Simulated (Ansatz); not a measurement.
The first iterations of a band of CH6AlN (9 atoms, charge 0, multiplicity 1).

Theory: RKS PBE0-D4/def2-TZVP (Ansatz 0.2.0).

```json
{
 "movable images": "7",
 "climbing image": "yes",
 "spring": "5.0 eV/Å²",
 "optimiser": "quadratic models (default)",
 "start path": "through a guess of the saddle point",
 "force threshold": "0.05 eV/Å",
 "iteration limit": "60",
 "end points": "relaxed"
}
```

First end point:

```xyz
9
Properties=species:S:1:pos:R:3
Al 0.454 -0.111 -0.074
N 0.781 0.137 1.649
H 0.083 0.321 2.351
H 1.695 0.104 2.070
H 1.714 -0.391 -0.999
C -1.376 -0.024 -0.740
H -1.691 -0.993 -1.140
H -2.093 0.262 0.035
H -1.466 0.694 -1.560
```

Last end point:

```xyz
9
Properties=species:S:1:pos:R:3
Al 0.511 0.659 -1.056
N 1.008 -0.017 1.019
H 0.468 0.518 1.695
H 0.760 -0.994 1.145
H 1.990 0.094 1.244
C -1.370 0.032 -0.675
H -1.409 -1.042 -0.439
H -1.815 0.560 0.182
H -2.044 0.190 -1.524
```

| iteration | highest image above the first end (eV) | largest band force component (eV/Å) |
| --- | --- | --- |
| 1 | 18.658 | 64.003 |
| 2 | 6.020 | 16.364 |
| 3 | 3.958 | 9.284 |
| 4 | 3.537 | 2.755 |
| 5 | 3.243 | 2.149 |
| 6 | 2.388 | 2.129 |
| 7 | 2.855 | 7.328 |
| 8 | 2.718 | 1.102 |
| 9 | 3.152 | 0.888 |
| 10 | 3.508 | 0.732 |

Task: Does the band converge within its limit, and where does its top end?

Result: The forces met the threshold. It ended after 30 iterations with the highest image 3.002 eV above the first end. The profile has 2 maxima (images 2, 5) with wells between them (image 3): this band takes more than one step, which may be the mechanism or a detour left from its start path. Neighbouring images differ by up to 2.5 eV, so the band resolves the path poorly. A vibrational analysis at the climbing image gives one clearly imaginary mode, 1448i cm⁻¹: a first-order saddle point. The orbitals stay closed-shell, which can raise the energy where a bond breaks towards radicals; this wasn't checked here.

Run time: 3.1 min on 4 threads of Arm Neoverse V2, on a shared host, peak memory 0.24 GiB.
